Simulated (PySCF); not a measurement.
# CF3: levels of theory, part 3 of 3

Aim: for CF3, compare levels of theory; the runs are relaxation, vibrations and intensities, relaxation with MP2, vibrations with MP2, relaxation with CCSD and vibrations with CCSD.

PySCF 2.14.0; relaxation, HF, def2-tzvpp, and further levels as typed in the inputs.

**6. Relaxation with CCSD: relaxation with CCSD, HF, cc-pvtz**

It takes the final geometry of an earlier run.

Input file run.py:

```python
from pyscf import gto, cc, scf
mol = gto.M(atom="mol.xyz", basis="cc-pvtz", spin=1, verbose=4)
mf = scf.UHF(mol).run(conv_tol=1e-9)
from pyscf.geomopt.geometric_solver import optimize
m = optimize(cc.CCSD(mf), maxsteps=60)
print("optimised structure (A):")
for k in range(m.natm): print(m.atom_symbol(k), *(f"{x:.8f}" for x in m.atom_coords(unit="A")[k]))
```

Started as:

```bash
> python run.py
```

Output:

```text
[INPUT] num. atoms = 4
[INPUT] num. electrons = 33
[INPUT] charge = 0
[INPUT] spin (= nelec alpha-beta = 2S) = 1
[INPUT] symmetry False subgroup None
[INPUT] Mole.unit = angstrom
[INPUT] Symbol           X                Y                Z      unit          X                Y                Z       unit  Magmom
[INPUT]  1 C     -0.013850380000   0.000000000000   0.396707120000 AA   -0.026173424921   0.000000000000   0.749667808465 Bohr   0.0
[INPUT]  2 F      1.245863320000   0.000000000000  -0.002029260000 AA    2.354340463441   0.000000000000  -0.003834745636 Bohr   0.0
[INPUT]  3 F     -0.644288480000   1.091119300000  -0.000816610000 AA   -1.217528772412   2.061916646227  -0.001543169251 Bohr   0.0
[INPUT]  4 F     -0.644288480000  -1.091119300000  -0.000816610000 AA   -1.217528772412  -2.061916646227  -0.001543169251 Bohr   0.0

nuclear repulsion = 123.799488657365
number of shells = 36
number of NR pGTOs = 168
number of NR cGTOs = 120
basis = cc-pvtz
ecp = {}

******** <class 'pyscf.scf.uhf.UHF'> ********
method = UHF
initial guess = minao
damping factor = 0
level_shift factor = 0
DIIS = <class 'pyscf.scf.diis.CDIIS'>
diis_start_cycle = 1
diis_space = 8
diis_damp = 0
SCF conv_tol = 1e-09
SCF conv_tol_grad = None
SCF max_cycles = 50
direct_scf = True
direct_scf_tol = 1e-13
number electrons alpha = 17  beta = 16
Set gradient conv threshold to 3.16228e-05
init E= -336.737483068667
[... the frontier-level lines of each cycle are left out ...]


cycle= 1 E= -336.105911928144  delta_E= 0.632  |g|= 0.615  |ddm|= 1.41
cycle= 2 E= -336.219862745482  delta_E= -0.114  |g|= 0.366  |ddm|= 0.688
cycle= 3 E= -336.260147287063  delta_E= -0.0403  |g|= 0.0582  |ddm|= 0.134
cycle= 4 E= -336.262702872721  delta_E= -0.00256  |g|= 0.0219  |ddm|= 0.0886
cycle= 5 E= -336.263305009239  delta_E= -0.000602  |g|= 0.00792  |ddm|= 0.0547
cycle= 6 E= -336.263407307182  delta_E= -0.000102  |g|= 0.00339  |ddm|= 0.0189
cycle= 7 E= -336.263426888275  delta_E= -1.96e-05  |g|= 0.00102  |ddm|= 0.00697
cycle= 8 E= -336.263428391983  delta_E= -1.5e-06  |g|= 0.000224  |ddm|= 0.00166
cycle= 9 E= -336.263428452333  delta_E= -6.03e-08  |g|= 5.15e-05  |ddm|= 0.000384
cycle= 10 E= -336.263428454878  delta_E= -2.55e-09  |g|= 1.72e-05  |ddm|= 5.64e-05
cycle= 11 E= -336.263428455176  delta_E= -2.98e-10  |g|= 7.02e-06  |ddm|= 1.98e-05
Extra cycle  E= -336.26342845521  delta_E= -3.41e-11  |g|= 3.98e-06  |ddm|= 4.7e-06
converged SCF energy = -336.26342845521  <S^2> = 0.75432329  2S+1 = 2.0043186
Create scanner for <class 'pyscf.grad.uccsd.Gradients'>
Set <class 'pyscf.cc.uccsd.UCCSD'> as a scanner
Create scanner for <class 'pyscf.scf.uhf.UHF'>

Geometry optimization cycle 1
Cartesian coordinates (Angstrom)
 Atom        New coordinates             dX        dY        dZ
   C  -0.013850   0.000000   0.396707    0.000000  0.000000  0.000000
   F   1.245863   0.000000  -0.002029    0.000000  0.000000  0.000000
   F  -0.644288   1.091119  -0.000817    0.000000  0.000000  0.000000
   F  -0.644288  -1.091119  -0.000817    0.000000  0.000000  0.000000

WARN: Mole.unit (angstrom) is changed to Bohr

New geometry
   1 C     -0.013850380000   0.000000000000   0.396707120000 AA   -0.026173424921   0.000000000000   0.749667808465 Bohr
   2 F      1.245863320000   0.000000000000  -0.002029260000 AA    2.354340463441   0.000000000000  -0.003834745636 Bohr
   3 F     -0.644288480000   1.091119300000  -0.000816610000 AA   -1.217528772412   2.061916646227  -0.001543169251 Bohr
   4 F     -0.644288480000  -1.091119300000  -0.000816610000 AA   -1.217528772412  -2.061916646227  -0.001543169251 Bohr

******** <class 'pyscf.scf.hf.UHF_Scanner'> ********
method = UHF_Scanner
initial guess = minao
damping factor = 0
level_shift factor = 0
DIIS = <class 'pyscf.scf.diis.CDIIS'>
diis_start_cycle = 1
diis_space = 8
diis_damp = 0
SCF conv_tol = 1e-09
SCF conv_tol_grad = None
SCF max_cycles = 50
direct_scf = True
direct_scf_tol = 1e-13
number electrons alpha = 17  beta = 16
Set gradient conv threshold to 3.16228e-05
init E= -336.26342845521
cycle= 1 E= -336.263428455218  delta_E= -7.84e-12  |g|= 2.44e-06  |ddm|= 2.65e-06
Extra cycle  E= -336.263428455223  delta_E= -5.12e-12  |g|= 1.46e-06  |ddm|= 1.5e-06
converged SCF energy = -336.263428455223  <S^2> = 0.75432358  2S+1 = 2.0043189

******** <class 'pyscf.cc.ccsd.UCCSD_Scanner'> ********
CC2 = 0
CCSD nocc = (np.int64(17), np.int64(16)), nmo = (120, 120)
max_cycle = 50
direct = 0
conv_tol = 1e-07
conv_tol_normt = 1e-06
diis_space = 6
diis_start_cycle = 0
diis_start_energy_diff = 1e+09
Init t2, MP2 energy = -0.930460239661016
Init E_corr(UCCSD_Scanner) = -0.930460239662034
cycle = 1  E_corr(UCCSD_Scanner) = -0.911728674607591  dE = 0.0187315651  norm(t1,t2) = 0.0947858
cycle = 2  E_corr(UCCSD_Scanner) = -0.932036618701326  dE = -0.0203079441  norm(t1,t2) = 0.0269762
cycle = 3  E_corr(UCCSD_Scanner) = -0.931078287840031  dE = 0.000958330861  norm(t1,t2) = 0.0174855
cycle = 4  E_corr(UCCSD_Scanner) = -0.933033820198635  dE = -0.00195553236  norm(t1,t2) = 0.00753254
cycle = 5  E_corr(UCCSD_Scanner) = -0.933201488361611  dE = -0.000167668163  norm(t1,t2) = 0.00206175
cycle = 6  E_corr(UCCSD_Scanner) = -0.933008552285545  dE = 0.000192936076  norm(t1,t2) = 0.000710345
cycle = 7  E_corr(UCCSD_Scanner) = -0.933000579322316  dE = 7.97296323e-06  norm(t1,t2) = 0.000208466
cycle = 8  E_corr(UCCSD_Scanner) = -0.933023440791531  dE = -2.28614692e-05  norm(t1,t2) = 7.33299e-05
cycle = 9  E_corr(UCCSD_Scanner) = -0.933019909027826  dE = 3.5317637e-06  norm(t1,t2) = 3.01486e-05
cycle = 10  E_corr(UCCSD_Scanner) = -0.933019680496593  dE = 2.28531233e-07  norm(t1,t2) = 1.01604e-05
cycle = 11  E_corr(UCCSD_Scanner) = -0.933019210667671  dE = 4.69828923e-07  norm(t1,t2) = 4.26193e-06
cycle = 12  E_corr(UCCSD_Scanner) = -0.933019088605733  dE = 1.22061938e-07  norm(t1,t2) = 1.69695e-06
cycle = 13  E_corr(UCCSD_Scanner) = -0.933019079882326  dE = 8.72340677e-09  norm(t1,t2) = 6.92538e-07
UCCSD_Scanner converged
E(UCCSD_Scanner) = -337.1964475351057  E_corr = -0.9330190798823262
cycle = 1  norm(lambda1,lambda2) = 0.0343991
cycle = 2  norm(lambda1,lambda2) = 0.00728533
cycle = 3  norm(lambda1,lambda2) = 0.00448139
cycle = 4  norm(lambda1,lambda2) = 0.00174756
cycle = 5  norm(lambda1,lambda2) = 0.000493994
cycle = 6  norm(lambda1,lambda2) = 0.000199495
cycle = 7  norm(lambda1,lambda2) = 5.8167e-05
cycle = 8  norm(lambda1,lambda2) = 1.9493e-05
cycle = 9  norm(lambda1,lambda2) = 7.42326e-06
cycle = 10  norm(lambda1,lambda2) = 2.50256e-06
cycle = 11  norm(lambda1,lambda2) = 9.25224e-07
--------------- UCCSD_Scanner gradients ---------------
         x                y                z
0 C     0.0000885369    -0.0000000000     0.0116175663
1 F     0.0129607861    -0.0000000000    -0.0038646133
2 F    -0.0065246615     0.0112143068    -0.0038764765
3 F    -0.0065246615    -0.0112143068    -0.0038764765
----------------------------------------------
cycle 1: E = -337.196447535  dE = -337.196  norm(grad) = 0.0261651

Geometry optimization cycle 2
Cartesian coordinates (Angstrom)
 Atom        New coordinates             dX        dY        dZ
   C  -0.013946  -0.000000   0.396403   -0.000095 -0.000000 -0.000304
   F   1.233704  -0.000000  -0.001940   -0.012159 -0.000000  0.000089
   F  -0.638161   1.080772  -0.000709    0.006127 -0.010347  0.000107
   F  -0.638161  -1.080772  -0.000709    0.006127  0.010347  0.000107
New geometry
   1 C     -0.013945657252  -0.000000000000   0.396403315405 AA   -0.026353472833  -0.000000000001   0.749093700985 Bohr
   2 F      1.233704430444  -0.000000000000  -0.001939849422 AA    2.331363492202  -0.000000000000  -0.003665784130 Bohr
   3 F     -0.638161396597   1.080771931872  -0.000709412992 AA   -1.205950262838   2.042362954355  -0.001340596264 Bohr
   4 F     -0.638161396596  -1.080771931873  -0.000709412992 AA   -1.205950262836  -2.042362954357  -0.001340596264 Bohr

******** <class 'pyscf.scf.hf.UHF_Scanner'> ********
method = UHF_Scanner
initial guess = minao
damping factor = 0
level_shift factor = 0
DIIS = <class 'pyscf.scf.diis.CDIIS'>
diis_start_cycle = 1
[... 247 lines left out ...]
2 F     0.0001064639    -0.0001830301     0.0006226705
3 F     0.0001064697     0.0001830346     0.0006226746
----------------------------------------------
cycle 4: E = -337.196939549  dE = -7.87899e-05  norm(grad) = 0.00218966

Geometry optimization cycle 5
Cartesian coordinates (Angstrom)
 Atom        New coordinates             dX        dY        dZ
   C  -0.013948  -0.000000   0.391528    0.000001 -0.000000  0.002083
   F   1.234538   0.000000  -0.000315   -0.000326  0.000000 -0.000694
   F  -0.638577   1.081446   0.000916    0.000163 -0.000283 -0.000694
   F  -0.638577  -1.081446   0.000916    0.000163  0.000283 -0.000694
New geometry
   1 C     -0.013947948887  -0.000000032833   0.391528198902 AA   -0.026357803395  -0.000000062046   0.739881065969 Bohr
   2 F      1.234537641260   0.000000061782  -0.000314858668 AA    2.332938032447   0.000000116752  -0.000594996651 Bohr
   3 F     -0.638576892868   1.081445813310   0.000915751058 AA   -1.206735436997   2.043636405714   0.001730518698 Bohr
   4 F     -0.638576819503  -1.081445842260   0.000915548709 AA   -1.206735298356  -2.043636460421   0.001730136313 Bohr

******** <class 'pyscf.scf.hf.UHF_Scanner'> ********
method = UHF_Scanner
initial guess = minao
damping factor = 0
level_shift factor = 0
DIIS = <class 'pyscf.scf.diis.CDIIS'>
diis_start_cycle = 1
diis_space = 8
diis_damp = 0
SCF conv_tol = 1e-09
SCF conv_tol_grad = None
SCF max_cycles = 50
direct_scf = True
direct_scf_tol = 1e-13
number electrons alpha = 17  beta = 16
Set gradient conv threshold to 3.16228e-05
init E= -336.263596814739
cycle= 1 E= -336.265264910546  delta_E= -0.00167  |g|= 0.00114  |ddm|= 0.00305
cycle= 2 E= -336.265265758396  delta_E= -8.48e-07  |g|= 0.000491  |ddm|= 0.000808
cycle= 3 E= -336.265265897469  delta_E= -1.39e-07  |g|= 0.000232  |ddm|= 0.000321
cycle= 4 E= -336.26526593337  delta_E= -3.59e-08  |g|= 4.34e-05  |ddm|= 0.000202
cycle= 5 E= -336.265265934809  delta_E= -1.44e-09  |g|= 1.24e-05  |ddm|= 4.75e-05
cycle= 6 E= -336.265265934953  delta_E= -1.44e-10  |g|= 5.58e-06  |ddm|= 1.36e-05
Extra cycle  E= -336.265265934982  delta_E= -2.96e-11  |g|= 3.45e-06  |ddm|= 5.16e-06
converged SCF energy = -336.265265934982  <S^2> = 0.75423774  2S+1 = 2.0042333

******** <class 'pyscf.cc.ccsd.UCCSD_Scanner'> ********
CC2 = 0
CCSD nocc = (np.int64(17), np.int64(16)), nmo = (120, 120)
max_cycle = 50
direct = 0
conv_tol = 1e-07
conv_tol_normt = 1e-06
diis_space = 6
diis_start_cycle = 0
diis_start_energy_diff = 1e+09
Init E_corr(UCCSD_Scanner) = -0.387245151747502
cycle = 1  E_corr(UCCSD_Scanner) = -0.935790618805703  dE = -0.548545467  norm(t1,t2) = 0.426293
cycle = 2  E_corr(UCCSD_Scanner) = -0.918933470812637  dE = 0.016857148  norm(t1,t2) = 0.101496
cycle = 3  E_corr(UCCSD_Scanner) = -0.930646074518625  dE = -0.0117126037  norm(t1,t2) = 0.0280935
cycle = 4  E_corr(UCCSD_Scanner) = -0.931835130817186  dE = -0.0011890563  norm(t1,t2) = 0.0134631
cycle = 5  E_corr(UCCSD_Scanner) = -0.931631671630904  dE = 0.000203459186  norm(t1,t2) = 0.00314454
cycle = 6  E_corr(UCCSD_Scanner) = -0.931647100469059  dE = -1.54288382e-05  norm(t1,t2) = 0.00129851
cycle = 7  E_corr(UCCSD_Scanner) = -0.931688641850045  dE = -4.1541381e-05  norm(t1,t2) = 0.000397412
cycle = 8  E_corr(UCCSD_Scanner) = -0.931672049469789  dE = 1.65923803e-05  norm(t1,t2) = 0.000168978
cycle = 9  E_corr(UCCSD_Scanner) = -0.931678957884447  dE = -6.90841466e-06  norm(t1,t2) = 6.92808e-05
cycle = 10  E_corr(UCCSD_Scanner) = -0.931678990667993  dE = -3.27835463e-08  norm(t1,t2) = 3.1037e-05
cycle = 11  E_corr(UCCSD_Scanner) = -0.93167858172388  dE = 4.08944113e-07  norm(t1,t2) = 9.91668e-06
cycle = 12  E_corr(UCCSD_Scanner) = -0.931678579999628  dE = 1.72425241e-09  norm(t1,t2) = 4.36746e-06
cycle = 13  E_corr(UCCSD_Scanner) = -0.931678510718643  dE = 6.92809854e-08  norm(t1,t2) = 1.57088e-06
cycle = 14  E_corr(UCCSD_Scanner) = -0.931678452021083  dE = 5.86975598e-08  norm(t1,t2) = 5.81887e-07
UCCSD_Scanner converged
E(UCCSD_Scanner) = -337.1969443870032  E_corr = -0.9316784520210828
cycle = 1  norm(lambda1,lambda2) = 0.426966
cycle = 2  norm(lambda1,lambda2) = 0.0882713
cycle = 3  norm(lambda1,lambda2) = 0.025883
cycle = 4  norm(lambda1,lambda2) = 0.0105784
cycle = 5  norm(lambda1,lambda2) = 0.00257745
cycle = 6  norm(lambda1,lambda2) = 0.00112422
cycle = 7  norm(lambda1,lambda2) = 0.00034956
cycle = 8  norm(lambda1,lambda2) = 0.000150039
cycle = 9  norm(lambda1,lambda2) = 6.17237e-05
cycle = 10  norm(lambda1,lambda2) = 2.53911e-05
cycle = 11  norm(lambda1,lambda2) = 8.78845e-06
cycle = 12  norm(lambda1,lambda2) = 3.86312e-06
cycle = 13  norm(lambda1,lambda2) = 1.43957e-06
cycle = 14  norm(lambda1,lambda2) = 5.7604e-07
--------------- UCCSD_Scanner gradients ---------------
         x                y                z
0 C     0.0000015697    -0.0000000160    -0.0000389838
1 F     0.0000104431     0.0000000063     0.0000133282
2 F    -0.0000060059     0.0000110839     0.0000128247
3 F    -0.0000060069    -0.0000110742     0.0000128309
----------------------------------------------
cycle 5: E = -337.196944387  dE = -4.83804e-06  norm(grad) = 4.95545e-05

Geometry optimization cycle 6
Cartesian coordinates (Angstrom)
 Atom        New coordinates             dX        dY        dZ
   C  -0.013948  -0.000000   0.391584    0.000000  0.000000  0.000056
   F   1.234513   0.000000  -0.000334   -0.000025 -0.000000 -0.000019
   F  -0.638565   1.081422   0.000897    0.000012 -0.000024 -0.000019
   F  -0.638565  -1.081422   0.000897    0.000012  0.000024 -0.000019
New geometry
   1 C     -0.013947641624  -0.000000019712   0.391584129748 AA   -0.026357222753  -0.000000037250   0.739986759950 Bohr
   2 F      1.234513010816   0.000000035299  -0.000333602032 AA    2.332891487655   0.000000066706  -0.000630416475 Bohr
   3 F     -0.638564737885   1.081421623933   0.000897163857 AA   -1.206712467406   2.043590694415   0.001695393979 Bohr
   4 F     -0.638564651309  -1.081421639521   0.000896948426 AA   -1.206712303802  -2.043590723872   0.001694986873 Bohr

******** <class 'pyscf.scf.hf.UHF_Scanner'> ********
method = UHF_Scanner
initial guess = minao
damping factor = 0
level_shift factor = 0
DIIS = <class 'pyscf.scf.diis.CDIIS'>
diis_start_cycle = 1
diis_space = 8
diis_damp = 0
SCF conv_tol = 1e-09
SCF conv_tol_grad = None
SCF max_cycles = 50
direct_scf = True
direct_scf_tol = 1e-13
number electrons alpha = 17  beta = 16
Set gradient conv threshold to 3.16228e-05
init E= -336.265270047282
cycle= 1 E= -336.265266902312  delta_E= 3.14e-06  |g|= 3.11e-05  |ddm|= 7.95e-05
cycle= 2 E= -336.265266902993  delta_E= -6.81e-10  |g|= 1.41e-05  |ddm|= 2.24e-05
Extra cycle  E= -336.265266903118  delta_E= -1.25e-10  |g|= 7.3e-06  |ddm|= 1.05e-05
converged SCF energy = -336.265266903118  <S^2> = 0.75423762  2S+1 = 2.0042331

******** <class 'pyscf.cc.ccsd.UCCSD_Scanner'> ********
CC2 = 0
CCSD nocc = (np.int64(17), np.int64(16)), nmo = (120, 120)
max_cycle = 50
direct = 0
conv_tol = 1e-07
conv_tol_normt = 1e-06
diis_space = 6
diis_start_cycle = 0
diis_start_energy_diff = 1e+09
Init E_corr(UCCSD_Scanner) = -0.164576428067496
cycle = 1  E_corr(UCCSD_Scanner) = -0.936863694831836  dE = -0.772287267  norm(t1,t2) = 0.492743
cycle = 2  E_corr(UCCSD_Scanner) = -0.915594684686317  dE = 0.0212690101  norm(t1,t2) = 0.10283
cycle = 3  E_corr(UCCSD_Scanner) = -0.930498476983135  dE = -0.0149037923  norm(t1,t2) = 0.0293557
cycle = 4  E_corr(UCCSD_Scanner) = -0.931886625853858  dE = -0.00138814887  norm(t1,t2) = 0.0123612
cycle = 5  E_corr(UCCSD_Scanner) = -0.931587356816081  dE = 0.000299269038  norm(t1,t2) = 0.00282173
cycle = 6  E_corr(UCCSD_Scanner) = -0.931661820145211  dE = -7.44633291e-05  norm(t1,t2) = 0.0011621
cycle = 7  E_corr(UCCSD_Scanner) = -0.931689974228987  dE = -2.81540838e-05  norm(t1,t2) = 0.000356988
cycle = 8  E_corr(UCCSD_Scanner) = -0.931671748235822  dE = 1.82259932e-05  norm(t1,t2) = 0.000151201
cycle = 9  E_corr(UCCSD_Scanner) = -0.93167915603367  dE = -7.40779785e-06  norm(t1,t2) = 6.46066e-05
cycle = 10  E_corr(UCCSD_Scanner) = -0.931677491030041  dE = 1.66500363e-06  norm(t1,t2) = 3.03695e-05
cycle = 11  E_corr(UCCSD_Scanner) = -0.931677638929513  dE = -1.47899472e-07  norm(t1,t2) = 9.60347e-06
cycle = 12  E_corr(UCCSD_Scanner) = -0.931677614012942  dE = 2.49165703e-08  norm(t1,t2) = 4.16589e-06
cycle = 13  E_corr(UCCSD_Scanner) = -0.931677555225336  dE = 5.87876069e-08  norm(t1,t2) = 1.38728e-06
cycle = 14  E_corr(UCCSD_Scanner) = -0.931677519374489  dE = 3.58508466e-08  norm(t1,t2) = 5.30809e-07
UCCSD_Scanner converged
E(UCCSD_Scanner) = -337.1969444224924  E_corr = -0.9316775193744889
cycle = 1  norm(lambda1,lambda2) = 0.494445
cycle = 2  norm(lambda1,lambda2) = 0.0879617
cycle = 3  norm(lambda1,lambda2) = 0.025992
cycle = 4  norm(lambda1,lambda2) = 0.0095366
cycle = 5  norm(lambda1,lambda2) = 0.00226751
cycle = 6  norm(lambda1,lambda2) = 0.000999459
cycle = 7  norm(lambda1,lambda2) = 0.000313983
cycle = 8  norm(lambda1,lambda2) = 0.000133778
cycle = 9  norm(lambda1,lambda2) = 5.58422e-05
cycle = 10  norm(lambda1,lambda2) = 2.41404e-05
cycle = 11  norm(lambda1,lambda2) = 8.12721e-06
cycle = 12  norm(lambda1,lambda2) = 3.52463e-06
cycle = 13  norm(lambda1,lambda2) = 1.28271e-06
cycle = 14  norm(lambda1,lambda2) = 5.35044e-07
--------------- UCCSD_Scanner gradients ---------------
         x                y                z
0 C     0.0000008535    -0.0000000075     0.0000024985
1 F    -0.0000015945    -0.0000000042    -0.0000006705
2 F     0.0000003657    -0.0000011015    -0.0000009102
3 F     0.0000003753     0.0000011133    -0.0000009177
----------------------------------------------
cycle 6: E = -337.196944422  dE = -3.54892e-08  norm(grad) = 3.78958e-06
optimised structure (A):
C -0.01394764 -0.00000002 0.39158413
F 1.23451301 0.00000004 -0.00033360
F -0.63856474 1.08142162 0.00089716
F -0.63856465 -1.08142164 0.00089695
```

It took 12 min on 4 threads of AMD EPYC 9R45 (Zen 5), shared host.

**7. Vibrations with CCSD: vibrations with CCSD, HF, cc-pvtz**

It takes the final geometry of step 6.

Input file run.py:

```python
from pyscf import gto, cc, scf
from pyscf.hessian import thermo
import numpy as np
mol = gto.M(atom="mol.xyz", basis="cc-pvtz", spin=1, verbose=4)
mf = scf.UHF(mol).run(conv_tol=1e-9)
mol.verbose = mf.verbose = 0
x = mol.atom_coords(); n = x.size; h = np.zeros((n, n))
scan = cc.CCSD(mf).nuc_grad_method().as_scanner()
def force(d): return scan(mol.set_geom_(x + d.reshape(-1, 3), unit="Bohr", inplace=False))[1].ravel()
for k in range(n): d = np.zeros(n); d[k] = 0.01; h[k] = (force(d) - force(-d)) / 0.02
h = ((h + h.T) / 2).reshape(mol.natm, 3, mol.natm, 3).transpose(0, 2, 1, 3)
f = thermo.harmonic_analysis(mol, h)
print("harmonic frequencies (1/cm):", *(f"{x.real - x.imag:.2f}" for x in f["freq_wavenumber"]))
```

Started as:

```bash
> python run.py
```

Output:

```text
[INPUT] num. atoms = 4
[INPUT] num. electrons = 33
[INPUT] charge = 0
[INPUT] spin (= nelec alpha-beta = 2S) = 1
[INPUT] symmetry False subgroup None
[INPUT] Mole.unit = angstrom
[INPUT] Symbol           X                Y                Z      unit          X                Y                Z       unit  Magmom
[INPUT]  1 C     -0.013947640000  -0.000000020000   0.391584130000 AA   -0.026357219684  -0.000000037795   0.739986760426 Bohr   0.0
[INPUT]  2 F      1.234513010000   0.000000040000  -0.000333600000 AA    2.332891486112   0.000000075589  -0.000630412635 Bohr   0.0
[INPUT]  3 F     -0.638564740000   1.081421620000   0.000897160000 AA   -1.206712471404   2.043590686983   0.001695386690 Bohr   0.0
[INPUT]  4 F     -0.638564650000  -1.081421640000   0.000896950000 AA   -1.206712301329  -2.043590724778   0.001694989847 Bohr   0.0

nuclear repulsion = 124.967832461823
number of shells = 36
number of NR pGTOs = 168
number of NR cGTOs = 120
basis = cc-pvtz
ecp = {}

******** <class 'pyscf.scf.uhf.UHF'> ********
method = UHF
initial guess = minao
damping factor = 0
level_shift factor = 0
DIIS = <class 'pyscf.scf.diis.CDIIS'>
diis_start_cycle = 1
diis_space = 8
diis_damp = 0
SCF conv_tol = 1e-09
SCF conv_tol_grad = None
SCF max_cycles = 50
direct_scf = True
direct_scf_tol = 1e-13
number electrons alpha = 17  beta = 16
Set gradient conv threshold to 3.16228e-05
init E= -336.825112802296
[... the frontier-level lines of each cycle are left out ...]


cycle= 1 E= -336.113087979551  delta_E= 0.712  |g|= 0.609  |ddm|= 1.44
cycle= 2 E= -336.224741746218  delta_E= -0.112  |g|= 0.354  |ddm|= 0.691
cycle= 3 E= -336.262205987319  delta_E= -0.0375  |g|= 0.057  |ddm|= 0.13
cycle= 4 E= -336.264604754654  delta_E= -0.0024  |g|= 0.0212  |ddm|= 0.0892
cycle= 5 E= -336.26515518141  delta_E= -0.00055  |g|= 0.00767  |ddm|= 0.0541
cycle= 6 E= -336.265249530338  delta_E= -9.43e-05  |g|= 0.00316  |ddm|= 0.0194
cycle= 7 E= -336.265265697391  delta_E= -1.62e-05  |g|= 0.000914  |ddm|= 0.00651
cycle= 8 E= -336.265266852284  delta_E= -1.15e-06  |g|= 0.000202  |ddm|= 0.00146
cycle= 9 E= -336.265266901128  delta_E= -4.88e-08  |g|= 4.45e-05  |ddm|= 0.000372
cycle= 10 E= -336.265266903054  delta_E= -1.93e-09  |g|= 1.34e-05  |ddm|= 5.44e-05
cycle= 11 E= -336.265266903235  delta_E= -1.81e-10  |g|= 4.75e-06  |ddm|= 1.63e-05
Extra cycle  E= -336.265266903253  delta_E= -1.84e-11  |g|= 2.53e-06  |ddm|= 3.38e-06
converged SCF energy = -336.265266903253  <S^2> = 0.75423728  2S+1 = 2.0042328
harmonic frequencies (1/cm): 527.04 527.07 726.09 1138.59 1336.51 1336.54
```

Run time: 44 min. Hardware: 4 threads of AMD EPYC 9R45 (Zen 5), shared host.

Harmonic frequencies from the force constants, with isotope-averaged masses (PySCF's default) and rigid motions projected out (i: imaginary):

```csv
mode,cm⁻¹
1,527
2,527
3,726
4,1139
5,1337
6,1337
```

**8. The runs side by side**

What follows sums up all 3 parts.

| quantity | value |
| --- | --- |
| harmonic frequencies (step 3) | 561 to 1421 cm⁻¹ |
| zero-point energy (step 3) | 0.369 eV |
| harmonic frequencies (step 5) | 521 to 1303 cm⁻¹ |
| zero-point energy (step 5) | 0.341 eV |
| harmonic frequencies (step 7) | 527 to 1337 cm⁻¹ |
| zero-point energy (step 7) | 0.347 eV |

In step 3 all modes are real: a minimum. In step 5 all modes are real: a minimum. In step 7 all modes are real: a minimum.
